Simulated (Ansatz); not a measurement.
`CC(C)C(C)S` at its PBE0-D4/def2-TZVP geometry, where that method's forces vanish. Charge 0, multiplicity 1.

| atom | x (Å) | y (Å) | z (Å) |
| --- | --- | --- | --- |
| C1 | -1.090 | 0.478 | 1.117 |
| C2 | 0.221 | 0.707 | 0.383 |
| C3 | 1.394 | 0.162 | 1.190 |
| C4 | 0.230 | 0.143 | -1.046 |
| C5 | -0.014 | -1.353 | -1.148 |
| S6 | -0.871 | 1.064 | -2.171 |
| H7 | -1.279 | -0.586 | 1.282 |
| H8 | -1.065 | 0.959 | 2.097 |
| H9 | -1.937 | 0.897 | 0.568 |
| H10 | 0.360 | 1.788 | 0.278 |
| H11 | 2.343 | 0.306 | 0.665 |
| H12 | 1.466 | 0.674 | 2.153 |
| H13 | 1.282 | -0.905 | 1.397 |
| H14 | 1.216 | 0.362 | -1.471 |
| H15 | 0.090 | -1.687 | -2.180 |
| H16 | -1.021 | -1.614 | -0.814 |
| H17 | 0.699 | -1.910 | -0.534 |
| H18 | -2.026 | 0.514 | -1.765 |

For each bond, give half the difference of the two atoms' forces along it (eV/Å; positive pushes the atoms apart) under PBE-D4, r2SCAN-D4, B3LYP-D4, ωB97M-V in def2-TZVPP. (Best estimate.)

Ansatz gave: 
| bond | length (Å) | PBE-D4 | r2SCAN-D4 | B3LYP-D4 | ωB97M-V |
| --- | --- | --- | --- | --- | --- |
| C1–C2 | 1.520 | 0.01 | 0.08 | 0.16 | 0.14 |
| C1–H9 | 1.092 | 0.10 | -0.04 | -0.09 | -0.08 |
| C2–C4 | 1.537 | 0.01 | 0.05 | 0.05 | 0.03 |
| C2–H10 | 1.096 | 0.11 | -0.06 | -0.14 | -0.13 |
| C3–H11 | 1.094 | 0.09 | -0.04 | -0.07 | -0.07 |
| C3–H12 | 1.093 | 0.10 | -0.04 | -0.08 | -0.08 |
| C3–H13 | 1.093 | 0.11 | -0.04 | -0.07 | -0.07 |
| C4–C5 | 1.519 | -0.01 | 0.07 | 0.15 | 0.16 |
| C4–S6 | 1.823 | 0.18 | 0.17 | 0.22 | 0.03 |
| C4–H14 | 1.096 | 0.13 | -0.06 | -0.17 | -0.13 |
| C5–H15 | 1.090 | 0.09 | -0.04 | -0.08 | -0.06 |
| C5–H16 | 1.093 | 0.11 | -0.03 | -0.07 | -0.07 |
| C5–H17 | 1.093 | 0.10 | -0.04 | -0.09 | -0.09 |
| S6–H18 | 1.343 | 0.26 | 0.00 | -0.03 | -0.10 |

B3LYP here is the variant with VWN-RPA as its local correlation; programs differ in this.
